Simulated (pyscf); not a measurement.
H₂O (SMILES O) + HO–In(OH)–OH (SMILES [OH][In]([OH])[OH]) -> HO–In(OH)–OH (SMILES [OH][In]([OH])[OH]) + H₂O (SMILES O) (four-centre exchange; singlet surface; H–O, In–O broken, In–O, H–O formed). Optimised with ωB97X-D3(BJ)/def2-SVP in PySCF. Energies in kcal/mol from the separated reactants.

```csv
level,barrier,reaction energy
ωB97X-D3(BJ)/def2-TZVP,-13.1,0.0
r²SCAN/def2-TZVP,-14.4,0.0
B3LYP-D3(BJ)/def2-TZVP,-11.4,0.0
PBE0-D3(BJ)/def2-TZVP,___,0.0
M06-2X/def2-TZVP,___,0.0
HF/def2-TZVP,-2.7,0.0
```

Problem. What belongs in the gaps?

Solution. 
- PBE0-D3(BJ)/def2-TZVP, barrier: -13.2
- M06-2X/def2-TZVP, barrier: -15.5

On the reactant side the descent ends in an adduct with a In–O contact, 20.3 kcal/mol under the separated species and 7.2 kcal/mol under the saddle at ωB97X-D3(BJ)/def2-TZVP. On the product side the descent ends in an adduct with a In–O contact, 20.0 kcal/mol under the separated species and 6.9 kcal/mol under the saddle at ωB97X-D3(BJ)/def2-TZVP. At ωB97X-D3(BJ), r²SCAN, B3LYP-D3(BJ), PBE0-D3(BJ), M06-2X, HF the saddle lies under the separated reactants, which points to a path from their complex (located at ωB97X-D3(BJ) alone). At ωB97X-D3(BJ), r²SCAN, B3LYP-D3(BJ), PBE0-D3(BJ), M06-2X, HF the saddle lies under the separated products, which points to a path from their complex (located at ωB97X-D3(BJ) alone). What is counted as formed (In–O) is already present as a longer contact in the reactant adduct; forming that adduct is a step of its own. What is counted as broken (In–O) persists as a longer contact in the product adduct; parting that adduct is a step of its own. One saddle was located; it need not be the lowest between these sides. Elements past Kr carry the def2 core potentials, without spin-orbit coupling.
